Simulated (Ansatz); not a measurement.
A nudged elastic band was laid between two geometries of CH8AlN (11 atoms, charge 0, multiplicity 1).

Computed with RKS PBE0/6-31G* in Ansatz 0.2.0.

| Item | Value |
| --- | --- |
| movable images | 7 |
| climbing image | yes |
| spring | 5.0 eV/Å² |
| optimiser | quadratic models (default) |
| start path | through a guess of the saddle point |
| force threshold | 0.05 eV/Å |
| iteration limit | 60 |
| end points | relaxed |

First end point:

```xyz
11
Properties=species:S:1:pos:R:3
Al 0.090 -0.202 0.055
H 0.443 0.827 1.246
H 1.304 -0.696 -0.884
H -1.371 -0.087 -0.615
N -0.189 -1.913 1.171
H -0.485 -2.658 0.542
C 1.010 -2.325 1.924
H 1.819 -2.506 1.213
H 1.306 -1.503 2.579
H 0.836 -3.227 2.520
H -0.969 -1.751 1.806
```

Last end point:

```xyz
11
Properties=species:S:1:pos:R:3
Al 0.270 -0.801 -0.667
H -1.105 -0.022 3.286
H 1.707 -0.174 -0.947
H -1.049 -0.500 -1.504
N 0.123 -1.933 0.700
H -0.775 -2.358 0.900
C 1.158 -2.394 1.605
H 1.308 -3.481 1.548
H 2.110 -1.918 1.347
H 0.937 -2.140 2.652
H -0.889 -0.320 2.637
```

Which bonds break or form, and what moves?

Bonds broken: Al1–H2, N5–H11. Bonds formed: H2–H11. CH8AlN becomes CH6AlN + H2.

Give the energies along the band, and the barrier.

The run converged. The highest image is number 4 of 0 to 8, 36.4 kcal/mol above the first end and 19.0 kcal/mol above the last; the last end lies 17.3 kcal/mol above the first. Neighbouring images differ by up to 1.3 eV, so the band resolves the path poorly. A vibrational analysis at the climbing image gives one clearly imaginary mode, 1249i cm⁻¹: a first-order saddle point. The orbitals stay closed-shell, which can raise the energy where a bond breaks towards radicals; this wasn't checked here.

| image | path coordinate (Å) | energy (kcal/mol) | Al1–H2 (Å) | N5–H11 (Å) | H2–H11 (Å) |
| --- | --- | --- | --- | --- | --- |
| 0 | 0.00 | 0.0 | 1.61 | 1.02 | 2.99 |
| 1 | 0.86 | 0.4 | 1.61 | 1.02 | 2.80 |
| 2 | 1.72 | 1.0 | 1.61 | 1.02 | 2.65 |
| 3 | 2.58 | 5.4 | 1.63 | 1.02 | 1.99 |
| 4 | 3.44 | 36.4 | 1.84 | 1.46 | 0.97 |
| 5 | 4.41 | 20.4 | 2.55 | 2.37 | 0.75 |
| 6 | 5.38 | 17.8 | 3.35 | 2.95 | 0.75 |
| 7 | 6.34 | 17.5 | 3.89 | 2.86 | 0.75 |
| 8 | 7.31 | 17.3 | 4.26 | 2.72 | 0.75 |

What is the geometry of the highest image?


```xyz
11
Properties=species:S:1:pos:R:3:forces:R:3
Al 0.024 -0.515 -0.115 0.00 0.00 -0.01
H -0.557 0.374 1.390 0.01 0.01 0.00
H 1.493 0.029 -0.396 0.00 0.00 0.00
H -1.198 -0.474 -1.135 0.00 0.00 0.00
N -0.059 -1.903 1.190 0.00 0.00 0.01
H -0.855 -2.533 1.171 0.00 0.00 -0.01
C 1.104 -2.501 1.825 0.01 -0.01 0.00
H 1.519 -3.336 1.242 0.00 0.00 0.00
H 1.893 -1.748 1.919 0.00 0.01 0.00
H 0.876 -2.871 2.832 -0.01 0.00 0.00
H -0.445 -0.564 1.632 -0.01 -0.01 0.00
```

The band took 13 iterations and of the order of 2.5 core-minutes.

Time of the run: 2.5 min on 1 thread of Intel(R) Xeon(R) 6975P-C (Granite Rapids), with other jobs on the host, peak memory 0.14 GiB.
